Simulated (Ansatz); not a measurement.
# AlFH3P: the cost of one run

All numbers are computed with Ansatz 0.2.0 through its Python package. Level of theory: B3LYP/aug-cc-pVDZ.

### Step 1. Starting point

Bond lengths: F1–Al2 1.776 Å, Al2–P3 2.310 Å, Al2–H4 1.594 Å, P3–H5 1.439 Å, P3–H6 1.454 Å. Angles: F1–Al2–P3 119.8°, F1–Al2–H4 122.8°, P3–Al2–H4 117.4°, Al2–P3–H5 95.0°, Al2–P3–H6 95.3°, H5–P3–H6 96.2°.

No structure file is read: the coordinates are typed or built in the script.

### Step 2. The code

The input, run_tae.py:

```python
"""Energy to split AlFH3P into its atoms."""

from collections import Counter

import ansatz as az
from ase import Atoms


def single_point(molecule, charge=0, unpaired=0):
    calc = (
        molecule.calculation()
        .basis(gaussian="aug-cc-pVDZ")  # the orbital basis, by name
        .functional("B3LYP")
    )
    if charge:
        calc = calc.charge(charge)
    if unpaired:
        calc = calc.spin("collinear", total=unpaired)
    return calc.run(threads=1, backend="cpu").report["free_energy_ev"]


def main() -> None:
    atoms = Atoms(["F", "Al", "P", "H", "H", "H"], positions=[
        (-1.7889, -1.0726, 0.9272),
        (-0.4844, -0.8267, -0.2522),
        (1.2594, 0.6032, 0.247),
        (-0.4262, -1.5941, -1.6478),
        (0.8772, 1.6081, -0.7102),
        (0.6049, 1.2181, 1.3899),
    ])
    system = az.Crystal.molecule_from_ase(atoms)

    # Hund ground states
    unpaired = {"F": 1, "Al": 1, "P": 3, "H": 1}
    counts = Counter(site.symbol for site in system.cartesian_sites)
    atom_energy = {s: single_point(az.Crystal.molecule().atom(s, (0, 0, 0)), 0, unpaired[s]) for s in counts}
    whole = single_point(system, 0, 0)
    for s, e in atom_energy.items():
        print(f"{s:2s} x{counts[s]}  {e:14.5f} eV")
    print(f"AlFH3P: {whole:.5f} eV")
    split = sum(counts[s] * e for s, e in atom_energy.items()) - whole
    print(f"atomisation energy (no zero-point term): {23.060548 * split:.1f} kcal/mol, {split / sum(counts.values()):.3f} eV an atom")


if __name__ == "__main__":
    main()
```

### Step 3. The run

Launch:

```sh
python run_tae.py
```

Q: Estimate wall time and peak memory on 1 thread of Arm Neoverse V1, shared host.

About 5.7 s, with a peak of 0.28 GiB.
